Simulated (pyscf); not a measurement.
A first-order saddle from PySCF, ωB97X-D3(BJ)/def2-SVP:

```xyz
9

C      0.2467     0.1575    -0.2044
C     -0.6682     1.3022    -0.4794
H      0.5226     1.1200    -1.0347
H      0.0525    -0.7578    -0.7768
H     -1.5617     1.1579    -1.0931
H     -0.6310     2.1575     0.2015
N      0.8067    -0.0190     1.0824
H      0.7298     0.8083     1.6667
H      1.7709    -0.3412     1.0704
```
Charge 0, spin multiplicity 2.

Surface: doublet, charge 0. Lowest wavenumbers (cm⁻¹): 1969i, 237, 359, 425, 685.

Q: Name the species on either side of this saddle.

A: `[CH2][CH2][NH2]` [doublet] ⇌ `[CH3][CH][NH2]` [doublet], a hydrogen shift read from left to right: C–H broken and C–H formed. At CCSD(T)/def2-TZVPP + ΔMP2(QZVPP) it lies +1.72 eV from the left side and +2.14 eV from the right (each side as separated species at their lowest minima found). The same reactants have a lower exit, to H₂C=CH₂ + NH₂• (no saddle counted: cutting one bond, which may have a small barrier of its own, costs +1.03 eV at ωB97M-D3(BJ)/def2-TZVP, against +1.64 eV here). One saddle was located; it need not be the lowest between these sides. The CCSD(T) − MP2 part came from Ansatz, without density fitting, on the same reference.
